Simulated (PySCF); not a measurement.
Species: C5H9N.
Atom-mapped SMILES: `[CH3:1][C@H:2]1[CH:3]=[N:4][CH2:5][CH2:6]1` (hydrogens: H7, H8, H9 on C1; H10 on C2; H11 on C3; H12, H13 on C5; H14, H15 on C6)

The same species was optimised twice, with GFN2-xTB and with PBE0-D3(BJ)/def2-SVP (PySCF), and the same property calculations (PySCF, gas phase) were run on both structures.

| coordinate | GFN2-xTB | PBE0-D3(BJ)/def2-SVP | change |
| --- | --- | --- | --- |
| N4–C5 (Å) | 1.443 | 1.458 | +0.015 |
| C3=N4 (Å) | 1.257 | 1.269 | +0.012 |
| C5–C6 (Å) | 1.549 | 1.537 | -0.012 |
| C1–C2 (Å) | 1.526 | 1.521 | -0.005 |
| C2–C3 (Å) | 1.508 | 1.512 | +0.004 |
| C2–C6 (Å) | 1.540 | 1.536 | -0.004 |
| C1–C2–C3 (°) | 112.1 | 114.9 | +2.8 |
| C3–N4–C5 (°) | 110.2 | 108.3 | -1.9 |
| C1–C2–C6 (°) | 114.1 | 115.9 | +1.8 |
| C3–C2–C6 (°) | 101.3 | 100.1 | -1.2 |
| C2–C6–C5 (°) | 104.0 | 103.3 | -0.7 |
| N4–C5–C6 (°) | 107.2 | 106.7 | -0.5 |
| C2–C3–N4 (°) | 116.8 | 116.8 | 0.0 |

Rotational constants: A = 6730, B = 3347, C = 2526 MHz (GFN2-xTB) against A = 7016, B = 3237, C = 2435 MHz (PBE0-D3(BJ)/def2-SVP). Point groups within 0.08 Å: C1 and C1.

On the GFN2-xTB structure: lowest singlet, TDDFT (eV) 5.43 [wB97X-D/def2-SVPD]; isotropic polarisability (au) 63.1 [wB97X-D/def2-SVPD]; HOMO (eV) -9.17 [wB97X-D/def2-SVPD]; LUMO (eV) 1.89 [wB97X-D/def2-SVPD]; dipole (D) 2.29 [wB97X-D/def2-SVPD].

**Question.** What do these properties become on the PBE0-D3(BJ)/def2-SVP structure?

**Answer.** 
```
                                    property              level  on GFN2-xTB  on PBE0-D3(BJ)/def2-SVP  change
                  lowest singlet, TDDFT (eV)  wB97X-D/def2-SVPD         5.43                     5.39   -0.04
               isotropic polarisability (au)  wB97X-D/def2-SVPD         63.1                     64.3    +1.2
                                   HOMO (eV)  wB97X-D/def2-SVPD        -9.17                    -9.26   -0.09
                                   LUMO (eV)  wB97X-D/def2-SVPD         1.89                     1.77   -0.12
                                  dipole (D)  wB97X-D/def2-SVPD         2.29                     2.39   +0.10
energy, GFN2-xTB geometry as zero (kcal/mol)  wB97X-D/def2-SVPD          0.0                     -1.0    -1.0
```

The heavy atoms differ by 0.110 Å rms after alignment. Among bonds between heavy atoms N4–C5 changes most (+0.015 Å). Changes are differences of the printed values. Neither structure is proved a minimum here.

wB97X-D is run here without its empirical dispersion term; that term would change no orbital, density or response property at a fixed geometry.
